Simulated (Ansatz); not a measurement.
Relaxation of BH$_{6}$NS (9 atoms, charge 0, multiplicity 1), to a largest force component of 0.03 eV/Å in at most 50 steps.

Computed with RKS BLYP-D4/def2-SVP (Ansatz 0.2.0).

```xyz
9
Properties=species:S:1:pos:R:3
B -0.489 -0.776 -0.683
N 1.352 1.004 0.563
H -0.009 -0.511 -1.757
H -0.110 -1.685 0.011
H 0.337 1.148 0.574
S -2.013 0.185 -0.230
H 1.648 0.970 -0.420
H 1.536 0.080 0.971
H -2.252 -0.414 0.973
```

Where does it end, and by what steps?

The forces met the threshold. After 5 steps the energy has fallen by 0.048 eV; H5 moved furthest, 0.27 Å.

```
step  energy less start (eV)  largest force component (eV/Å)  accepted
   0                  0.0000                           0.730       yes
   1                 -0.0279                           0.632       yes
   2                 -0.0419                           0.361       yes
   3                 -0.0474                           0.096       yes
   4                 -0.0479                           0.055       yes
   5                 -0.0480                           0.029       yes
```

```xyz
9
Properties=species:S:1:pos:R:3
B -0.530 -0.757 -0.660
N 1.465 0.999 0.550
H -0.036 -0.480 -1.727
H -0.099 -1.628 0.055
H 0.502 1.336 0.675
S -2.078 0.077 -0.288
H 1.623 0.912 -0.462
H 1.507 0.051 0.943
H -2.352 -0.509 0.915
```

Whether the end is a true minimum wasn't checked by a vibrational analysis.

The run took 5.9 s on 2 threads of Arm Neoverse V2, on a shared host, peak memory 0.14 GiB.
